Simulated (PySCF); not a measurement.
acetamide (C2H5NO), SMILES CC(N)=O.

Coordinates come from a PBE-D3(BJ)/def2-SVP optimisation. A frequency run showed that this geometry is not a minimum. Other conformers were not sampled.

Two levels are set side by side: PBE/def2-TZVPD (PySCF) and PBE0/def2-TZVPD (PySCF). Same geometry, gas phase. Differences are taken from unrounded values.

| quantity | PBE0 |
|---|---|
| orbital gap (eV) | 7.43 |
| highest occupied level (eV) | -7.41 |
| lowest empty level (eV) | 0.02 |
| dipole moment (D) | 3.95 |
| mean polarisability (bohr³) | 40.0 |

**Question.** What does PBE give, and how far is it from PBE0? (An estimate is asked for; the answer gives what the named calculation found.)

**Answer.** 
| quantity | PBE | PBE minus PBE0 |
|---|---|---|
| orbital gap (eV) | 5.10 | -2.33 |
| highest occupied level (eV) | -5.78 | 1.63 |
| lowest empty level (eV) | -0.68 | -0.70 |
| dipole moment (D) | 3.83 | -0.13 |
| mean polarisability (bohr³) | 42.3 | 2.3 |

PBE's occupied levels lie high since its potential decays too fast outside the molecule; exact exchange lowers them and widens the gap. PBE's more diffuse valence density responds more strongly to a field. Differences between two approximate levels are no errors against the true value.

Rough cost on one machine, each run with all the roots and properties that it gave: PBE0 against PBE within a factor of 2.
